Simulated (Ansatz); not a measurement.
# AlH (triplet): the correlation ladder at distance Al1–H2 = 2.567 Å, cc-pVQZ

The task here is to estimate one member of a computed series from the others.

Program: Ansatz 0.2.0, Gaussian basis. Level of theory: cc-pVQZ, core rule «outside noble gas», up to 5 orbitals frozen. These are calculated values, not measurements.

Plan: UHF; CCSD(T) on ROHF; CCSD(T) on UHF; BCCD(T) on ROHF; CCSDT(Q) on ROHF; CCSDT(Q) on UHF; CASSCF and NEVPT2, 4 electrons in 5 orbitals; Full CI.

17 further runs of the same task are left out: 4 for a known fault of the program, 10 that didn't finish, 3 set aside as unsound or not needed.

### What is computed

The geometry derives from a PBE0/def2-TZVP stationary point (not a proven minimum). One bond is set to the value named and the two fragments are kept rigid.

2 atoms, charge 0, spin multiplicity 3.

Atoms are counted from 1 here; the program's logs count them from 0.

No contacts short enough for the rule that draws bonds.

Set-up of the first run:

The input, in.yaml:

```yaml
crystal:
  periodic: [false, false, false]
  atoms:
    - {symbol: Al, position_ang: [0.000000, 0.000000, 0.000000]}
    - {symbol: H, position_ang: [0.000000, 0.000000, 2.567000]}
basis:
  gaussian: {orbitals: cc-pVQZ}
magnetization: {spin_polarized: true, initial_magnetization: 2}
hamiltonian: {xc: hf}
output: {orbitals: {seedname: orbitals}}
```

Command:

```console
$ ansatz run in.yaml --threads 1 --pin off --events-out ev --progress --plain --max-ram 2393MiB
```

Among the steps run: UHF; CCSD(T) on ROHF; CCSD(T) on UHF; BCCD(T) on ROHF; CCSDT(Q) on ROHF; CCSDT(Q) on UHF; CASSCF and NEVPT2, 4 electrons in 5 orbitals; Full CI.

One of the session's tables, all rows but one given; the rest of the session is left out.

```
        method  from FCI (kcal/mol)
          ROHF               +40.49
           UHF                    ?
          RMP2               +11.57
          UMP2               +11.87
         RCCSD                +1.65
         UCCSD                +1.50
      RCCSD(T)                +0.43
      UCCSD(T)                +0.42
       BCCD(T)                +0.44
        RCCSDT                +0.02
        UCCSDT                +0.01
     RCCSDT(Q)                 0.00
     UCCSDT(Q)                 0.00
CASSCF valence               +23.76
NEVPT2 valence                +6.88
           FCI                    0
```

Q: Estimate the row for UHF from the others.

The run gave: from FCI (kcal/mol): +36.67. In the column «from FCI (kcal/mol)» it lies between CASSCF valence (+23.76) and ROHF (+40.49).

Among the levels timed on like hardware and quicker than the yardstick, those that no quicker one beats, quickest first: NEVPT2 valence (3.7 s, +6.88 kcal/mol); UCCSD(T) (5 s, +0.42 kcal/mol).

Caveats from the session: The yardstick is full CI for this spin, exact in this basis with these frozen cores. Levels on UHF freeze UHF's core orbitals, full CI those of ROHF, so the U rows can settle a little off it for that reason alone. Restricted and unrestricted rows rest on different reference determinants; where their highest levels disagree by more than a few hundredths of an eV, they describe different states and don't form one ladder.
